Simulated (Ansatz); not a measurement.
A made-up structure of C2H2Na, doublet:

C1  (-0.349, 0.477, -0.425)
C2  (0.282, -0.385, 0.344)
Na3  (0.491, -1.523, -1.476)
H4  (-1.379, 0.325, -0.773)
H5  (0.107, 1.411, -0.775)
(Å)

It is relaxed with PBE-D4/def2-SVP and then PBE0-D4/def2-TZVP (Ansatz 0.2.0). Atoms count as bonded within 1.22 times the sum of their covalent radii (H–H: 0.88 Å). The end point is not checked to be a true minimum.

(1) Does its bonding change? (Judge from chemistry; the calculation decides.)

Answers

(1) The calculation gives: Yes. Formed: none; broken: C1–Na3.

Where it ends: The first stage lowers the energy by 0.56 eV in 13 steps. It ends as C₂H₂Na ([CH2][C][Na]):
```
5
angstrom
C -0.4941 0.6992 -0.4907
C 0.0986 -0.4520 -0.7247
Na 1.0756 -2.3862 -1.1197
H -1.5794 0.8406 -0.5750
H 0.0526 1.6036 -0.1939
```

Labels in which every atom is bracketed show which atoms are joined, not bond orders.

For scale, one of the runs: PBE0-D4/def2-TZVP relaxation, 106 basis functions, launched by `ansatz run in.yaml --threads 2 --pin off --events-out ev --progress --plain --max-ram 4352MiB`. Hardware: 2 CPU threads of an Arm Neoverse V1, shared host. Wall time about 16 s.
